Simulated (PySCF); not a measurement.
# A gas-phase reaction: H4O2Si + CH4 → CH6OSi + H2O

Wanted: the reaction energy for `O[SiH2]O` + `C` → `C[SiH2]O` + `O`.

Programs: PySCF 2.14.0. All values are calculated, for the isolated system unless a continuum is named. Atoms count from 0, parts from 1.

## (1) The system as given

Each species was relaxed by itself at PBE0-D3(BJ)/def2-SVPD.

## (2) Reaction energy: wB97M-D3(BJ)/def2-TZVPD

What the job is given:

```
{"job": {"kind": "react", "xc": "wB97M-D3(BJ)", "basis": "def2-TZVPD"}, "charge": 0, "multiplicity": 1}
-1 H4O2Si charge 0 multiplicity 1
O     -1.576800    -0.014770    -0.049280
Si     0.045690     0.076540    -0.390750
O      0.876410    -0.766640     0.789540
H     -1.883160     0.316970     0.797690
H      0.541100     1.486340    -0.396550
H      0.188550    -0.552550    -1.727580
H      1.793590    -0.538660     0.954040

-1 CH4 charge 0 multiplicity 1
C     -0.001780     0.000140     0.001810
H     -0.657900     0.869940    -0.126020
H     -0.374360    -0.831760    -0.608520
H      0.009530    -0.297340     1.057620
H      1.015600     0.259740    -0.315880

+1 CH6OSi charge 0 multiplicity 1
C      1.113340    -0.281370    -0.047670
Si    -0.539900     0.590360     0.038380
O     -1.819240    -0.417400    -0.377390
H      1.184440    -1.090590     0.694490
H      1.285040    -0.710670    -1.045490
H      1.924460     0.433680     0.161260
H     -0.737050     1.131940     1.419920
H     -0.613590     1.701280    -0.950130
H     -1.948020    -1.219560     0.132500

+1 H2O charge 0 multiplicity 1
O      0.002040     0.389390     0.001860
H     -0.763900    -0.190680    -0.003550
H      0.761870    -0.198680     0.001630
```

Method: wB97M-D3(BJ)/def2-TZVPD reaction energy of separated species, gas phase.

On the command line:

```
> OMP_NUM_THREADS=1 python cluster_run.py task.json out
```

This one command runs all jobs of the session in turn.

What it wrote:

```text
species 1 (H4O2Si)
coarse grid: 26664 points
cycle   1  E = -442.4399913035  dE =  1.444e-01  |g| = 8.961e-01  |ddm| = 1.860e+00
cycle   2  E = -442.4087708213  dE =  3.122e-02  |g| = 1.039e+00  |ddm| = 9.839e-01
cycle   3  E = -442.5865357092  dE = -1.778e-01  |g| = 3.825e-02  |ddm| = 4.995e-01
cycle   4  E = -442.5868961088  dE = -3.604e-04  |g| = 1.038e-02  |ddm| = 4.853e-02
cycle   5  E = -442.5869245063  dE = -2.840e-05  |g| = 3.894e-03  |ddm| = 1.429e-02
cycle   6  E = -442.5869270043  dE = -2.498e-06  |g| = 1.937e-03  |ddm| = 3.713e-03
final grid: 55832 points
cycle   7  E = -442.5869002013  dE =  2.419e-08  |g| = 2.235e-03  |ddm| = 3.101e-03
cycle   8  E = -442.5868998908  dE =  3.104e-07  |g| = 2.660e-03  |ddm| = 2.126e-03
cycle   9  E = -442.5869010025  dE = -1.112e-06  |g| = 3.595e-05  |ddm| = 1.123e-03
cycle  10  E = -442.5869010038  dE = -1.262e-09  |g| = 1.177e-05  |ddm| = 1.029e-04
cycle  11  E = -442.5869010038  dE = -4.752e-11  |g| = 5.187e-06  |ddm| = 1.289e-05
converged SCF energy = -442.5869010038

species 2 (CH4)
coarse grid: 15072 points
cycle   1  E = -40.5278869378  dE = -1.934e-01  |g| = 1.334e-01  |ddm| = 1.251e+00
cycle   2  E = -40.5302999181  dE = -2.413e-03  |g| = 8.952e-02  |ddm| = 1.943e-01
cycle   3  E = -40.5321650662  dE = -1.865e-03  |g| = 5.683e-03  |ddm| = 4.933e-02
cycle   4  E = -40.5321747938  dE = -9.728e-06  |g| = 3.956e-04  |ddm| = 1.281e-02
final grid: 32696 points
cycle   5  E = -40.5321638000  dE = -9.606e-08  |g| = 9.492e-05  |ddm| = 2.133e-03
cycle   6  E = -40.5321638063  dE = -6.326e-09  |g| = 3.029e-05  |ddm| = 6.191e-04
cycle   7  E = -40.5321638068  dE = -5.465e-10  |g| = 1.489e-05  |ddm| = 2.018e-04
converged SCF energy = -40.5321638068

species 3 (CH6OSi)
coarse grid: 31608 points
cycle   1  E = -406.5167401860  dE =  3.128e-02  |g| = 6.714e-01  |ddm| = 2.143e+00
cycle   2  E = -406.4999832437  dE =  1.676e-02  |g| = 7.805e-01  |ddm| = 9.061e-01
cycle   3  E = -406.6014401080  dE = -1.015e-01  |g| = 4.486e-02  |ddm| = 4.263e-01
cycle   4  E = -406.6018611092  dE = -4.210e-04  |g| = 1.834e-02  |ddm| = 5.286e-02
cycle   5  E = -406.6019420112  dE = -8.090e-05  |g| = 4.141e-03  |ddm| = 2.013e-02
cycle   6  E = -406.6019469358  dE = -4.925e-06  |g| = 6.712e-04  |ddm| = 5.475e-03
final grid: 66576 points
cycle   7  E = -406.6019201745  dE = -2.137e-07  |g| = 3.387e-04  |ddm| = 3.589e-03
cycle   8  E = -406.6019201971  dE = -2.257e-08  |g| = 2.302e-04  |ddm| = 6.457e-04
cycle   9  E = -406.6019202090  dE = -1.192e-08  |g| = 4.675e-05  |ddm| = 1.789e-04
cycle  10  E = -406.6019202098  dE = -7.475e-10  |g| = 2.534e-05  |ddm| = 7.623e-05
converged SCF energy = -406.6019202098

species 4 (H2O)
coarse grid: 10128 points
cycle   1  E = -76.4117497963  dE = -7.454e-02  |g| = 5.872e-01  |ddm| = 8.994e-01
cycle   2  E = -76.4087423452  dE =  3.007e-03  |g| = 6.461e-01  |ddm| = 5.038e-01
cycle   3  E = -76.4759334226  dE = -6.719e-02  |g| = 2.731e-02  |ddm| = 2.374e-01
cycle   4  E = -76.4760586260  dE = -1.252e-04  |g| = 5.497e-03  |ddm| = 1.609e-02
cycle   5  E = -76.4760673029  dE = -8.677e-06  |g| = 8.214e-04  |ddm| = 5.831e-03
final grid: 21952 points
cycle   6  E = -76.4760630102  dE = -1.975e-07  |g| = 5.843e-04  |ddm| = 1.373e-03
cycle   7  E = -76.4760630170  dE = -6.838e-09  |g| = 6.466e-04  |ddm| = 6.469e-04
cycle   8  E = -76.4760630806  dE = -6.363e-08  |g| = 3.198e-05  |ddm| = 2.236e-04
cycle   9  E = -76.4760630815  dE = -8.225e-10  |g| = 4.134e-06  |ddm| = 1.105e-04
converged SCF energy = -76.4760630815

Reaction energy = 25.263 kcal/mol
```

Run time: 18 s. Hardware: 1 thread of Arm Neoverse V2, shared host; peak memory 0.6 GiB.

Species by species (with the dispersion term, which the log's SCF energies lack):

```csv
ν,species,energy (Eh),HOMO (eV)
-1,O[SiH2]O,-442.59203,-11.07
-1,C,-40.53455,-13.46
+1,C[SiH2]O,-406.60951,-10.86
+1,O,-76.47682,-11.72
```

## (3) Reaction energy: PBE0-D3(BJ)/def2-TZVPD

Settings changed since step 2:

```diff
@@ -1,2 +1,2 @@
-{"job": {"kind": "react", "xc": "wB97M-D3(BJ)", "basis": "def2-TZVPD"}, "charge": 0, "multiplicity": 1}
+{"job": {"kind": "react", "xc": "PBE0", "basis": "def2-TZVPD", "disp": "d3bj"}, "charge": 0, "multiplicity": 1}
 -1 H4O2Si charge 0 multiplicity 1
```

With the program's defaults for keys left out, this is: PBE0-D3(BJ)/def2-TZVPD reaction energy of separated species, gas phase.

What it wrote:

```text
species 1 (H4O2Si)
coarse grid: 6280 points
cycle   1  E = -442.0682913636  dE =  2.185e-01  |g| = 9.686e-01  |ddm| = 1.923e+00
cycle   2  E = -441.7578969069  dE =  3.104e-01  |g| = 1.606e+00  |ddm| = 1.321e+00
cycle   3  E = -442.2314283552  dE = -4.735e-01  |g| = 6.274e-02  |ddm| = 8.615e-01
cycle   4  E = -442.2322563883  dE = -8.280e-04  |g| = 1.682e-02  |ddm| = 5.077e-02
cycle   5  E = -442.2322909888  dE = -3.460e-05  |g| = 1.047e-02  |ddm| = 1.412e-02
cycle   6  E = -442.2323095941  dE = -1.861e-05  |g| = 1.336e-03  |ddm| = 5.383e-03
cycle   7  E = -442.2323099267  dE = -3.327e-07  |g| = 2.992e-04  |ddm| = 1.101e-03
final grid: 55832 points
cycle   8  E = -442.2309115472  dE = -2.205e-05  |g| = 4.751e-03  |ddm| = 2.366e-02
cycle   9  E = -442.2309067744  dE =  4.773e-06  |g| = 6.991e-03  |ddm| = 5.759e-03
cycle  10  E = -442.2309149566  dE = -8.182e-06  |g| = 3.409e-04  |ddm| = 3.477e-03
cycle  11  E = -442.2309149755  dE = -1.886e-08  |g| = 5.507e-05  |ddm| = 1.946e-04
cycle  12  E = -442.2309149758  dE = -2.649e-10  |g| = 3.705e-05  |ddm| = 4.456e-05
cycle  13  E = -442.2309149760  dE = -2.284e-10  |g| = 6.500e-06  |ddm| = 2.026e-05
converged SCF energy = -442.2309149760

species 2 (CH4)
coarse grid: 3568 points
cycle   1  E = -40.4583054436  dE = -2.007e-01  |g| = 2.715e-01  |ddm| = 1.404e+00
cycle   2  E = -40.4546632017  dE =  3.642e-03  |g| = 2.993e-01  |ddm| = 3.089e-01
cycle   3  E = -40.4774696530  dE = -2.281e-02  |g| = 2.106e-03  |ddm| = 1.505e-01
cycle   4  E = -40.4774704735  dE = -8.205e-07  |g| = 2.127e-04  |ddm| = 2.637e-03
final grid: 32696 points
cycle   5  E = -40.4741145488  dE = -1.480e-05  |g| = 4.489e-03  |ddm| = 5.797e-02
cycle   6  E = -40.4741135292  dE =  1.020e-06  |g| = 4.893e-03  |ddm| = 5.991e-03
cycle   7  E = -40.4741193463  dE = -5.817e-06  |g| = 4.091e-05  |ddm| = 2.485e-03
cycle   8  E = -40.4741193468  dE = -4.888e-10  |g| = 7.026e-06  |ddm| = 8.520e-05
converged SCF energy = -40.4741193468

species 3 (CH6OSi)
coarse grid: 7520 points
cycle   1  E = -406.1834553142  dE =  2.780e-02  |g| = 7.531e-01  |ddm| = 2.245e+00
cycle   2  E = -406.0102749099  dE =  1.732e-01  |g| = 1.214e+00  |ddm| = 1.186e+00
cycle   3  E = -406.2863958118  dE = -2.761e-01  |g| = 1.109e-01  |ddm| = 7.382e-01
cycle   4  E = -406.2886955652  dE = -2.300e-03  |g| = 4.208e-02  |ddm| = 8.750e-02
cycle   5  E = -406.2891241353  dE = -4.286e-04  |g| = 5.308e-03  |ddm| = 2.924e-02
cycle   6  E = -406.2891304864  dE = -6.351e-06  |g| = 7.143e-04  |ddm| = 4.484e-03
final grid: 66576 points
cycle   7  E = -406.2852673093  dE = -2.312e-05  |g| = 6.408e-03  |ddm| = 7.590e-02
cycle   8  E = -406.2852589418  dE =  8.367e-06  |g| = 9.077e-03  |ddm| = 8.837e-03
cycle   9  E = -406.2852756236  dE = -1.668e-05  |g| = 9.115e-04  |ddm| = 5.145e-03
cycle  10  E = -406.2852757681  dE = -1.445e-07  |g| = 1.544e-04  |ddm| = 6.012e-04
cycle  11  E = -406.2852757741  dE = -6.037e-09  |g| = 2.554e-05  |ddm| = 1.500e-04
cycle  12  E = -406.2852757743  dE = -1.439e-10  |g| = 4.166e-06  |ddm| = 2.561e-05
converged SCF energy = -406.2852757743

species 4 (H2O)
coarse grid: 2328 points
cycle   1  E = -76.3044303210  dE = -5.303e-03  |g| = 6.571e-01  |ddm| = 9.011e-01
cycle   2  E = -76.1882098775  dE =  1.162e-01  |g| = 1.036e+00  |ddm| = 7.256e-01
cycle   3  E = -76.3820299492  dE = -1.938e-01  |g| = 3.132e-02  |ddm| = 4.396e-01
cycle   4  E = -76.3822122534  dE = -1.823e-04  |g| = 5.864e-03  |ddm| = 1.606e-02
cycle   5  E = -76.3822173924  dE = -5.139e-06  |g| = 7.850e-04  |ddm| = 2.507e-03
final grid: 21952 points
cycle   6  E = -76.3808944178  dE = -1.510e-05  |g| = 3.449e-03  |ddm| = 9.311e-03
cycle   7  E = -76.3808924506  dE =  1.967e-06  |g| = 4.754e-03  |ddm| = 3.322e-03
cycle   8  E = -76.3808961694  dE = -3.719e-06  |g| = 2.518e-04  |ddm| = 1.965e-03
cycle   9  E = -76.3808961800  dE = -1.061e-08  |g| = 2.398e-05  |ddm| = 1.101e-04
cycle  10  E = -76.3808961801  dE = -1.119e-10  |g| = 3.293e-06  |ddm| = 1.515e-05
converged SCF energy = -76.3808961801

Reaction energy = 23.875 kcal/mol
```

Wall time 8.5 s (1 thread of Arm Neoverse V2, shared host); peak memory 0.57 GiB.

Reaction energy at this level: 23.88 kcal/mol.

## (4) Energies of the species: MP2/def2-TZVPD

Settings changed since step 3:

```diff
@@ -1,2 +1,2 @@
-{"job": {"kind": "react", "xc": "PBE0", "basis": "def2-TZVPD", "disp": "d3bj"}, "charge": 0, "multiplicity": 1}
+{"job": {"kind": "react", "xc": "MP2", "basis": "def2-TZVPD"}, "charge": 0, "multiplicity": 1}
 -1 H4O2Si charge 0 multiplicity 1
```

With the program's defaults for keys left out, this is: MP2/def2-TZVPD reaction energy of separated species, gas phase.

What it wrote:

```text
species 1 (H4O2Si)
final grid: 55832 points
cycle   1  E = -441.0732035076  dE =  1.859e-02  |g| = 6.790e-01  |ddm| = 1.819e+00
cycle   2  E = -441.1373431144  dE = -6.414e-02  |g| = 4.223e-01  |ddm| = 5.747e-01
cycle   3  E = -441.1667862078  dE = -2.944e-02  |g| = 4.740e-02  |ddm| = 2.167e-01
cycle   4  E = -441.1674807482  dE = -6.945e-04  |g| = 8.557e-03  |ddm| = 5.608e-02
cycle   5  E = -441.1675113108  dE = -3.056e-05  |g| = 1.650e-03  |ddm| = 1.442e-02
cycle   6  E = -441.1675126608  dE = -1.350e-06  |g| = 6.061e-04  |ddm| = 3.115e-03
cycle   7  E = -441.1675127850  dE = -1.242e-07  |g| = 2.421e-04  |ddm| = 6.124e-04
cycle   8  E = -441.1675128079  dE = -2.290e-08  |g| = 6.039e-05  |ddm| = 2.621e-04
cycle   9  E = -441.1675128099  dE = -1.970e-09  |g| = 1.365e-05  |ddm| = 9.955e-05
cycle  10  E = -441.1675128100  dE = -1.149e-10  |g| = 3.048e-06  |ddm| = 2.781e-05
converged SCF energy = -441.1675128100

species 2 (CH4)
final grid: 32696 points
cycle   1  E = -40.2047134675  dE = -1.974e-01  |g| = 1.529e-01  |ddm| = 1.221e+00
cycle   2  E = -40.2121420743  dE = -7.429e-03  |g| = 3.682e-02  |ddm| = 2.041e-01
cycle   3  E = -40.2127050320  dE = -5.630e-04  |g| = 6.404e-03  |ddm| = 3.827e-02
cycle   4  E = -40.2127181317  dE = -1.310e-05  |g| = 1.642e-03  |ddm| = 1.100e-02
cycle   5  E = -40.2127196575  dE = -1.526e-06  |g| = 2.165e-04  |ddm| = 6.917e-03
cycle   6  E = -40.2127196907  dE = -3.320e-08  |g| = 2.839e-05  |ddm| = 1.798e-03
cycle   7  E = -40.2127196911  dE = -4.273e-10  |g| = 1.324e-06  |ddm| = 7.250e-05
converged SCF energy = -40.2127196911

species 3 (CH6OSi)
final grid: 66576 points
cycle   1  E = -405.2047823509  dE = -2.295e-02  |g| = 5.328e-01  |ddm| = 2.047e+00
cycle   2  E = -405.2529508721  dE = -4.817e-02  |g| = 3.276e-01  |ddm| = 6.207e-01
cycle   3  E = -405.2712906270  dE = -1.834e-02  |g| = 5.083e-02  |ddm| = 1.952e-01
cycle   4  E = -405.2721681105  dE = -8.775e-04  |g| = 8.100e-03  |ddm| = 6.797e-02
cycle   5  E = -405.2721979884  dE = -2.988e-05  |g| = 1.687e-03  |ddm| = 1.372e-02
cycle   6  E = -405.2721997652  dE = -1.777e-06  |g| = 4.272e-04  |ddm| = 5.186e-03
cycle   7  E = -405.2721998869  dE = -1.217e-07  |g| = 1.072e-04  |ddm| = 1.413e-03
cycle   8  E = -405.2721998941  dE = -7.155e-09  |g| = 2.369e-05  |ddm| = 3.084e-04
cycle   9  E = -405.2721998944  dE = -2.882e-10  |g| = 7.140e-06  |ddm| = 5.560e-05
converged SCF energy = -405.2721998944

species 4 (H2O)
final grid: 21952 points
cycle   1  E = -76.0248944356  dE = -1.467e-01  |g| = 4.364e-01  |ddm| = 8.776e-01
cycle   2  E = -76.0503805116  dE = -2.549e-02  |g| = 2.594e-01  |ddm| = 2.972e-01
cycle   3  E = -76.0608895943  dE = -1.051e-02  |g| = 2.594e-02  |ddm| = 1.025e-01
cycle   4  E = -76.0610469540  dE = -1.574e-04  |g| = 5.694e-03  |ddm| = 1.523e-02
cycle   5  E = -76.0610613217  dE = -1.437e-05  |g| = 1.176e-03  |ddm| = 5.302e-03
cycle   6  E = -76.0610622115  dE = -8.897e-07  |g| = 2.235e-04  |ddm| = 1.658e-03
cycle   7  E = -76.0610622482  dE = -3.670e-08  |g| = 3.304e-05  |ddm| = 3.733e-04
cycle   8  E = -76.0610622488  dE = -6.659e-10  |g| = 4.159e-06  |ddm| = 3.886e-05
converged SCF energy = -76.0610622488

Reaction energy = 26.481 kcal/mol
```

Wall time 3.3 s (1 thread of Arm Neoverse V2, shared host); peak memory 0.41 GiB.

Reaction energy at this level: 26.48 kcal/mol.

## (5) Comparing the runs

Energies in kcal/mol, with wall time:

```csv
run,reaction,time
wB97M-D3(BJ)/def2-TZVPD,25.26,18 s
PBE0-D3(BJ)/def2-TZVPD,23.88,8.5 s
MP2/def2-TZVPD,26.48,3.3 s
```

## (6) Outcome

| quantity | value |
| --- | --- |
| reaction energy (wB97M-D3(BJ)/def2-TZVPD) | 25.26 kcal/mol |
| ΔH, ΔG at 298 K (xTB thermal terms) | +24.4, +23.8 kcal/mol |
| range of the reaction energy over the runs of this table | 23.88 to 26.48 kcal/mol |

What this shows: The reaction is endothermic by 24.4 kcal/mol in the gas phase; dispersion gives -0.52, and xTB itself gave 43.00 for the electronic energy (xTB energies and thermal terms come from the earlier relaxation of each species, not shown). No barrier was sought. xTB and this level differ widely in the electronic energy, so what comes from xTB (the thermal terms above all) is less safe here. The reaction energy runs from 23.88 (PBE0-D3(BJ)/def2-TZVPD) to 26.48 kcal/mol (MP2/def2-TZVPD).
